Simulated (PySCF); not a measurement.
```xyz
3

O      0.0041     0.4008     0.0000
H      0.7549    -0.2081     0.0000
H     -0.7590    -0.1927     0.0000
```

Charge 0, multiplicity 1.

Q: Give the Mulliken and meta-Löwdin atomic charges from PySCF with ωB97X-D3(BJ)/def2-TZVP // B3LYP-D3(BJ)/def2-SVP.

A: 
```csv
atom,Mulliken (e),meta-Löwdin (e)
O1,-0.63,-0.67
H2,0.32,0.34
H3,0.32,0.34
```
